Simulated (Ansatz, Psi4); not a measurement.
**Predicting a hybrid from its neighbours: ClF (chlorine monofluoride)**

ClF: 2 atoms, total charge 0, spin state singlet. As SMILES, `FCl`. The shape is that of a PBE0-D4/def2-TZVP optimisation.

The vertical energy of the triplet above the singlet y, in eV, basis cc-pVTZ; a is the functional's share of exact exchange. Programs: Ansatz 0.2.0, Psi4 1.11.

| functional | program | a | y (eV) |
| --- | --- | --- | --- |
| BLYP | Ansatz | 0 | 3.10 |
| revPBE | Ansatz | 0 | 3.08 |
| TPSSh | Psi4 | 0.1 | 3.15 |
| B3LYP | Ansatz | 0.2 | 3.19 |
| r2SCAN0 | Ansatz | 0.25 | ? |
| PBE0 | Ansatz | 0.25 | 3.17 |
| BHLYP | Ansatz | 0.5 | 3.25 |

Q: Fit y = c + s·a to the known rows and predict r2SCAN0.

A: 
1. Means of the 6 rows: a = 0.1750, y = 3.157.
2. Σ(Δa)² = 0.17875, Σ(Δa·Δy) = 0.056, so the slope is 0.056/0.17875 = 0.31329.
3. Intercept: 3.157 − (0.31329) × 0.1750 = 3.102. The largest residual of the fit is 0.025.
4. r2SCAN0: 3.102 + (0.31329) × 0.25 = 3.18 eV.

The run gave 3.09 eV, so the prediction is off by +0.09 eV, more than the largest residual. The rows mix families of semi-local functionals, which the line can't see.
